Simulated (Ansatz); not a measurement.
# H6NOSi: the cost of one run

Method: UKS PBE0-D4/def2-SVP; program: Ansatz 0.2.0.

## 1. Reference run: H₆NOSi radical, relaxed

File input.yaml:

```yaml
crystal:
  periodic: [false, false, false]
  atoms:
    - { symbol: H, position_ang: [-0.593992, -0.336017, 0.822365] }
    - { symbol: Si, position_ang: [0.17813, 1.055179, -0.165394] }
    - { symbol: O, position_ang: [0.389898, 0.500906, -1.748091] }
    - { symbol: "N", position_ang: [-0.558895, -1.617809, 1.210328] }
    - { symbol: H, position_ang: [1.569787, 1.229802, 0.376446] }
    - { symbol: H, position_ang: [-0.558031, 2.382252, -0.128429] }
    - { symbol: H, position_ang: [-0.427177, 0.469315, -2.276564] }
    - { symbol: H, position_ang: [0.392068, -1.632748, 1.629864] }
    - { symbol: H, position_ang: [-0.391788, -2.050979, 0.279475] }
magnetization:
  spin_polarized: true
  initial_magnetization: 1
basis:
  gaussian: { orbitals: def2-SVP }
hamiltonian:
  xc: pbe0
  dispersion: d4
output:
  forces: true
relax:
  f_tol: 0.02
  max_steps: 120
  constraints: [{ distance: [0, 3] }, { distance: [0, 1] }]
  escape_saddle: false
```

The run is started by

```sh
ansatz run input.yaml --threads 1 --pin off --max-ram 2560MiB --backend cpu --events-out ev --progress --plain --runs-dir out
```

**Question.** How long does this run take on 1 thread of Intel Xeon 6975P-C (Granite Rapids), shared host, and how much memory does it need?

About 11 s, with a peak of 0.2 GiB.
